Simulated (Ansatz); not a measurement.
We consider B20 (FeSi-type) FeSi, described by RPBE in Ansatz (plane waves, PAW).

Numerical settings: plane-wave cutoff 520 eV, 8×8×8 k mesh, Fermi–Dirac smearing 0.01 eV, no spin polarisation, scalar-relativistic PAW data made under PBE.

Properties against volume:

Shape and atoms are relaxed at each volume.

| V (Å³/atom) | P (GPa) | direct gap at Γ (eV) | smallest gap on the k mesh (eV) |
|---|---|---|---|
| 10.753 | 9.33 | 0.748 | 0.172 |
| 10.977 | 4.39 | 0.724 | 0.174 |
| 11.201 | 0.00 | 0.700 | 0.176 |
| 11.425 | -3.90 | 0.678 | 0.179 |
| 11.649 | -7.37 | 0.657 | 0.180 |

The fundamental gap (0.18 eV at the equilibrium volume, with added k points) lies elsewhere than Γ–Γ.

Measured, for comparison: band gap 0.05 eV (temperature not stated, not corrected to a static lattice, indirect, transport; lower end of the printed range; as tabulated in Tomczak (2018), arXiv:1802.07220).

Note: the bulk modulus comes from volumes at which shape and atoms were relaxed.

Ansatz is an electronic-structure program.
